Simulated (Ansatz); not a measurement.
Results of r²SCAN0 (plane waves, PAW; Ansatz, a first-principles code) for pyrite PtSb2.

Numerical settings: plane-wave cutoff 520 eV, 4×4×4 k mesh, Fermi–Dirac smearing 0.01 eV, scalar-relativistic PAW data made under PBE.

Cell (measured lattice):

PtSb2 is modelled in the cubic space group Pa-3 (No. 205), Pearson symbol cP12. Conventional cell: a = b = c = 6.4400 Å, α = β = γ = 90.00°. Sb on 8c is surrounded by 3 Pt at 2.669 Å and 1 Sb at 2.798 Å (tetrahedral). Pt on 4a is surrounded by 6 Sb at 2.669 Å (octahedral). (Neighbours: up to the widest gap in distance over summed covalent radii, below 1.35, at either atom; cation-cation and far metal-metal contacts left out.)

### Question
Give the computed band gap, smallest direct gap on the k points sampled and direct gap at Γ.

### Answer

* **band gap**: 0.74 eV (on the SCF k mesh)
* **smallest direct gap on the k points sampled**: 1.09 eV
* **direct gap at Γ**: 1.36 eV

Note: cell and atoms aren't relaxed at this level (largest force component 0.17 eV/Å).

Spin–orbit coupling is not included; with these elements it can move the gap by several tenths of an eV or more.

Computed values are for the static lattice.
